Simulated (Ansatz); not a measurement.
# UBCCD(T)/STO-3G run of [BPH4]− (SMILES [BH2-]P)

What is the energy change on altering one bond length of [BPH4]− at UBCCD(T)/STO-3G? 

Program for the calculation: Ansatz 0.2.0.

### 1 The system as given

[BPH4]− has 6 atoms, charge -1, and is taken as a doublet. SMILES: `[BH2-]P`. The coordinates come from a GFN2-xTB relaxation.

Bond lengths: B1–P2 1.844 Å, B1–H3 1.195 Å, B1–H4 1.190 Å, P2–H5 1.440 Å, P2–H6 1.441 Å. Angles: B1–P2–H5 104.9°, B1–P2–H6 105.2°, P2–B1–H3 122.3°, P2–B1–H4 117.6°, H5–P2–H6 84.4°, H3–B1–H4 120.1°.

### 2 A single-point energy at UBCCD(T)/STO-3G

File run.yaml:

```yaml
crystal:
  periodic: [false, false, false]
  atoms:
    - {symbol: B, position_ang: [0.058330, -0.904490, -0.063420]}
    - {symbol: P, position_ang: [0.594500, 0.859390, -0.069700]}
    - {symbol: H, position_ang: [-1.074820, -1.226640, 0.137320]}
    - {symbol: H, position_ang: [0.887520, -1.733390, -0.266300]}
    - {symbol: H, position_ang: [-0.421990, 1.553630, -0.816460]}
    - {symbol: H, position_ang: [-0.043540, 1.451500, 1.078550]}
basis:
  gaussian:
    orbitals: STO-3G
total_charge: -1
magnetization:
  spin_polarized: true
  initial_magnetization: 1
correlation:
  method: bccd_t
  frozen_orbitals: {B: 1, H: 0, P: 5}
accuracy: high
scf:
  omitted_lower_state_checks: [cluster_reference, increment]
```

The run is started by

```sh
$ ansatz run run.yaml --threads 1 --pin off --max-ram 2610MiB --events-out events.jsonl --progress --plain --runs-dir runs
```

Log, cut to the lines that bear on the results:

```text
Warning: RAYON_NUM_THREADS=1 ignored (pool sized by the plan → 1); use --threads N
Functional definition: HF
  name "HF"
[...]
313 factors; integrals over basis functions are off by at most 1.3e-8 eV
[...]
mean field -9888.44651064 eV, -363.3937066362 hartree, gradient 2.4e-8 eV, S^2 0.766998; 0 other end points of the search recorded, 0 dependent functions left out
6 core orbitals not correlated: weight in the atoms' cores, before any rotation towards them, 1.000 or more for the frozen orbitals, at most 0.000 for the correlated occupied ones
reference -9888.44651064 eV, -363.3937066362 hartree; 7, 6 occupied and 5, 6 virtual orbitals, 313 factors
second order -1.76910123 eV of doubles, -0.00000000 eV of singles
cycle   1  -2.29356692 eV  change   -5.2e-1 eV  update   6.0e-2
[...]
cycle  22  -2.59982112 eV  change   4.9e-10 eV  update  3.3e-10
perturbative correction -0.01680722 eV, -0.0006176541 hartree
Total energy: -9891.06313898 eV, -363.4898659542 hartree
Checks for a lower state left out: cluster_reference, increment
```

It took 0.38 s on 1 thread of Intel Xeon Platinum 8259CL at 2.50GHz (Skylake/Cascade Lake), shared host.

### 3 The distorted shape, same level

File molecule.yaml:

```yaml
crystal:
  periodic: [false, false, false]
  atoms:
    - {symbol: B, position_ang: [-0.148941, -0.697291, -0.012706]}
    - {symbol: P, position_ang: [0.387229, 1.066589, -0.018986]}
    - {symbol: H, position_ang: [-1.282091, -1.019441, 0.188034]}
    - {symbol: H, position_ang: [0.887520, -1.733390, -0.266300]}
    - {symbol: H, position_ang: [-0.629261, 1.760829, -0.765746]}
    - {symbol: H, position_ang: [-0.250811, 1.658699, 1.129264]}
basis:
  gaussian:
    orbitals: STO-3G
total_charge: -1
magnetization:
  spin_polarized: true
  initial_magnetization: 1
correlation:
  method: bccd_t
  frozen_orbitals: {B: 1, H: 0, P: 5}
accuracy: high
scf:
  omitted_lower_state_checks: [cluster_reference, increment]
```

The run is started by

```sh
$ ansatz run molecule.yaml --threads 1 --pin off --max-ram 2610MiB --events-out events.jsonl --progress --plain --runs-dir runs
```

Log, cut to the lines that bear on the results:

```text
Warning: RAYON_NUM_THREADS=1 ignored (pool sized by the plan → 1); use --threads N
[... 2 set-up lines as earlier in the session ...]
[...]
312 factors; integrals over basis functions are off by at most 2.7e-8 eV
[...]
mean field -9887.35052510 eV, -363.3534299107 hartree, gradient 1.3e-8 eV, S^2 0.779720; 0 other end points of the search recorded, 0 dependent functions left out
6 core orbitals not correlated: weight in the atoms' cores, before any rotation towards them, 1.000 or more for the frozen orbitals, at most 0.000 for the correlated occupied ones
reference -9887.35052510 eV, -363.3534299107 hartree; 7, 6 occupied and 5, 6 virtual orbitals, 312 factors
second order -1.91005871 eV of doubles, -0.00000000 eV of singles
cycle   1  -2.48829484 eV  change   -5.8e-1 eV  update   6.6e-2
[...]
cycle  22  -2.85529534 eV  change  -3.4e-10 eV  update  4.0e-10
perturbative correction -0.02164094 eV, -0.0007952898 hartree
Total energy: -9890.22746138 eV, -363.4591553687 hartree
Checks for a lower state left out: cluster_reference, increment
```

Run time: 0.4 s. Hardware: 1 thread of Intel Xeon Platinum 8259CL at 2.50GHz (Skylake/Cascade Lake), shared host.

### 4 Summary of results

At UBCCD(T)/STO-3G, 6 core orbitals frozen:

| quantity | value |
| --- | --- |
| first shape: total energy | -363.48987 Eh |
| first shape: correlation energy (6 core orbitals frozen) | -96.2 mEh |
| first shape: (T) correction | -0.62 mEh |
| first shape: ⟨S²⟩ of the reference determinant | 0.767 |
| distorted shape: total energy | -363.45916 Eh |
| distorted shape: correlation energy (6 core orbitals frozen) | -105.7 mEh |
| distorted shape: (T) correction | -0.80 mEh |
| distorted shape: ⟨S²⟩ of the reference determinant | 0.780 |
| energy change with the B1–H4 bond stretched from 1.190 to 1.487 Å | 0.836 eV |

In words: With the B1–H4 bond stretched from 1.190 to 1.487 Å the energy rises by 0.84 eV (19.3 kcal/mol). The first shape isn't relaxed at this level, so the change isn't measured from a minimum. The minimal basis adds a large error of its own. The triples (first shape) make up 0.6 % of the correlation energy. The triples (distorted shape) make up 0.8 % of the correlation energy.
